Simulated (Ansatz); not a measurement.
Ansatz (a quantum-chemistry and plane-wave program) input (r2SCANh/def2-TZVPD):

Ansatz 0.2 input:
```yaml
crystal:
  periodic: [false, false, false]
  atoms:
    - {symbol: C, position_ang: [-0.01056978, 0.49778310, 0.42770843]}
    - {symbol: F, position_ang: [0.01210757, -0.48553006, -0.48251610]}
    - {symbol: H, position_ang: [-0.98026178, 0.69384468, 0.86184822]}
    - {symbol: H, position_ang: [0.93471233, 0.68922727, 0.91454611]}
basis:
  gaussian:
    orbitals: def2-TZVPD
hamiltonian:
  xc: {name: r2SCANh}
magnetization: {spin_polarized: true, initial_magnetization: 1}
output: {forces: true}
```

Output:

```
Functional definition: r2SCANh
integrals: 0.02 GiB planned
473 factors; their error is unknown
mean field: 0.27 GiB planned
mean field evaluation 1: about -3782.5420 eV, gradient 1.8e1 eV
mean field evaluation 2: about -3782.9725 eV, gradient 1.6e1 eV
mean field evaluation 4: about -3784.0622 eV, gradient 6.4e-1 eV
mean field evaluation 8: about -3784.0576 eV, gradient 3.3e-2 eV
mean field evaluation 16: about -3784.0576 eV, gradient 2.2e-5 eV
mean field -3784.05764442 eV, -139.0615535062 hartree, gradient 2.2e-5 eV, S^2 0.756388; 0 other end points of the search recorded, 0 dependent functions left out
the calculation of the forces begins
reference -3784.05765815 eV, -139.0615540107 hartree; 9, 8 occupied and 86, 87 virtual orbitals, 473 factors
Total energy: -3784.05765815 eV, -139.0615540107 hartree
Atom 0 at    -0.010570     0.497783     0.427708 Å, force     0.001943    -0.117146    -0.080860 eV/Å
Atom 1 at     0.012108    -0.485530    -0.482516 Å, force    -0.002931     0.129100     0.117820 eV/Å
Atom 2 at    -0.980262     0.693845     0.861848 Å, force     0.010635    -0.006001    -0.018201 eV/Å
Atom 3 at     0.934712     0.689227     0.914546 Å, force    -0.009647    -0.005952    -0.018759 eV/Å
Dipole moment:    -0.006077     0.141332     0.233227 e Å
```

It need not be the lowest isomer of its formula.
